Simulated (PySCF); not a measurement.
Isomers of C2H5N, one conformer each; single-point electronic energies without zero-point terms and without any empirical dispersion term.

Computed with PySCF at PBE0/pcSseg-1, non-relativistic, each on one gas-phase PBE0-D3(BJ)/def2-SVP geometry that isn't relaxed in the solvent. The solvent is an IEF-PCM continuum (Bondi radii, 1.10 Å for H, scaled by 1.2). Specific hydrogen bonds and non-electrostatic terms are outside this model.

```csv
isomer,"relative energy, gas (kJ/mol)",dipole (D)
`[H]/N=C/C` (E-ethanimine),0.0,2.08
`C=NC` (N-methylmethanimine),37.9,1.54
```

Problem. How do the relative energies look in chloroform (ε = 4.711)?

Solution. 
| isomer | relative energy, solvent (kJ/mol) | E(solvent) − E(gas) (kJ/mol) | dipole in solvent (D) |
| --- | --- | --- | --- |
| `[H]/N=C/C` (E-ethanimine) | 0.0 | -14.6 | 2.56 |
| `C=NC` (N-methylmethanimine) | 42.0 | -10.5 | 1.88 |

The order is unchanged. `[H]/N=C/C` (E-ethanimine) gains most from the continuum, and it has the largest gas-phase dipole. The gains span 4.1 kJ/mol, the gas-phase energies 37.9 kJ/mol.
